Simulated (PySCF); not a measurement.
Compound: ketene, C2H2O.
Structure used (PBE/6-31+G*), in Å, numbered top down from 1:
```xyz
5
C2H2O angstrom
C     -0.745    0.037    0.197
C      0.519    0.005   -0.198
O      1.647   -0.022   -0.550
H     -1.345   -0.874    0.174
H     -1.184    0.975    0.542
```

Method used: PBE/6-31+G* geometry optimisation, gas phase (PySCF 2.14.0).

Take the most abundant isotopes and a rigid rotor. 

**Question.** What are A, B and C (GHz)?

**Answer.** Ia = 1.80, Ib = 50.40, Ic = 52.21 u·Å²; 505379 MHz·u·Å²/I gives 280117, 10027 and 9680 MHz, that is A = 280.12, B = 10.027, C = 9.6800 GHz.

**Question.** Classify the top.

**Answer.** A near-prolate asymmetric top: κ = (2 × 10027 − 280117 − 9680)/(280117 − 9680) = -1.00.

**Question.** What does the inertial defect say?

**Answer.** Planar: Δ = Ic − Ia − Ib = 0.00 u·Å². For a rigid frame Δ = −2 Σ m c², so it vanishes when all atoms lie in the ab plane; here none is more than 0.01 Å from it.

**Question.** List the rotational levels J(Ka,Kc) to J = 5 (MHz).

**Answer.** Above 0(0,0):
J = 1: 1(0,1) 19707, 1(1,1) 289797, 1(1,0) 290143
J = 2: 2(0,2) 59119, 2(1,2) 328863, 2(1,1) 329903, 2(2,1) 1140173, 2(2,0) 1140174
J = 3: 3(0,3) 118238, 3(1,3) 387463, 3(1,2) 389542, 3(2,2) 1199293, 3(2,1) 1199295, 3(3,1) 2550610, 3(3,0) 2550610
J = 4: 4(0,4) 197061, 4(1,4) 465596, 4(1,3) 469060, 4(2,3) 1278119, 4(2,2) 1278124, 4(3,2) 2629437, 4(3,1) 2629437, 4(4,1) 4521281, 4(4,0) 4521281
J = 5: 5(0,5) 295587, 5(1,5) 563261, 5(1,4) 568458, 5(2,4) 1376651, 5(2,3) 1376663, 5(3,3) 2727971, 5(3,2) 2727971, 5(4,2) 4619814, 5(4,1) 4619814, 5(5,1) 7052184, 5(5,0) 7052184

**Question.** Which types of transition are allowed, and where do some lines up to J = 2 fall?

**Answer.** The dipole components are |μa| = 1.55 D, |μb| = 0.00 D, |μc| = 0.00 D; the symmetry axis of this C2v structure is a, so μb and μc vanish by symmetry and there are no b-type or c-type lines. Some lines, for components of 0.1 D or more:

```
type  branch         J(Ka,Kc)    MHz  lower level (cm⁻¹)
   a       Q  1(1,0) ← 1(1,1)    346               9.667
   a       Q  2(1,1) ← 2(1,2)   1039              10.970
   a       R  1(0,1) ← 0(0,0)  19707               0.000
   a       R  2(1,2) ← 1(1,1)  39067               9.667
   a       R  2(0,2) ← 1(0,1)  39413               0.657
   a       R  2(1,1) ← 1(1,0)  39760               9.678
```

Whether it is a minimum is left open (no frequencies). Constants of a rigid frame at the computed geometry: no zero-point averaging, no centrifugal distortion.
